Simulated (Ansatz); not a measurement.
```yaml
crystal:
  periodic: [false, false, false]
  atoms:
    - {symbol: Al, position_ang: [0.000000, 0.000000, -2.240633]}
    - {symbol: Al, position_ang: [0.000000, 0.000000, 0.277833]}
    - {symbol: F, position_ang: [0.000000, 0.000000, 1.962801]}
basis:
  gaussian: {orbitals: def2-TZVP}
magnetization: {spin_polarized: true, initial_magnetization: 1}
hamiltonian: {xc: pbe0}
relax: {f_tol: 0.004, max_steps: 80}
```

```sh
$ ansatz run in.yaml --threads 1 --pin off --events-out ev --progress --plain --max-ram 2176MiB
```

Steps of the relaxation (energy above the last step; positions in Å, forces in eV/Å):

```
3
step 1, 99.3 meV
Al    0.000    0.000   -2.241    0.000    0.000   -1.018
Al    0.000    0.000    0.278    0.000    0.000    1.681
F     0.000    0.000    1.963    0.000    0.000   -0.664
```

```
3
step 2, 8.6 meV
Al    0.000    0.000   -2.336    0.000    0.000   -0.198
Al    0.000    0.000    0.331    0.000    0.000    0.623
F     0.000    0.000    2.005    0.000    0.000   -0.425
```

```
3
step 3, 0.1 meV
Al    0.000    0.000   -2.370    0.000    0.000    0.025
Al    0.000    0.000    0.357    0.000    0.000   -0.040
F     0.000    0.000    2.014    0.000    0.000    0.015
```

```
3
step 4, 0.0 meV
Al    0.000    0.000   -2.365    0.000    0.000   -0.001
Al    0.000    0.000    0.354    0.000    0.000    0.001
F     0.000    0.000    2.012    0.000    0.000    0.000
```

Close pairs at the end: Al2–F3 1.658 Å, Al1–Al2 2.719 Å.

A stationary point of unrestricted PBE0 after 4 steps, with ⟨S²⟩ = 0.758 against 0.75 for a pure state; no frequencies were run, so it isn't proven a minimum. 24 s on 1 thread of Arm Neoverse V1, shared host.
